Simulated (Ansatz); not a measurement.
Born–Oppenheimer molecular dynamics of CHO2 (4 atoms, charge 0, multiplicity 2). It starts from a relaxed structure.

Level of theory: UKS PBE/def2-SVP in Ansatz 0.2.0.

```json
{
 "ensemble": "NVT, Langevin thermostat",
 "time step": "1 fs",
 "steps asked": "250",
 "set temperature": "500 K",
 "friction": "0.01 /fs",
 "temperature schedule": "62 steps to 500 K, then 188 steps to 125 K",
 "seed": "846707"
}
```

First frame:

```xyz
4
Properties=species:S:1:pos:R:3
O 0.045 0.332 1.353
C 0.487 -0.309 0.444
O 0.140 -0.355 -0.834
H -0.617 0.271 -0.983
```

Task: How far do the bonds stretch over the last three quarters of this one trajectory? (Pairs bonded in most of those frames.)

Result: 
| bond | mean (Å) | spread (Å) | shortest | longest |
| --- | --- | --- | --- | --- |
| O1–C2 | 1.198 | 0.012 | 1.17 | 1.23 |
| C2–O3 | 1.331 | 0.027 | 1.27 | 1.39 |
| O3–H4 | 0.998 | 0.029 | 0.95 | 1.05 |

Mean temperature of the second half: 256 K. The schedule's set-point averaged 250 K over the second half and the system 256 K. A run of 0.25 ps of so small a system gives no equilibrium averages.

Time of the run: 3.2 min on 1 thread of AMD EPYC 7B13 (Zen 3), with other jobs on the host, peak memory 0.12 GiB.
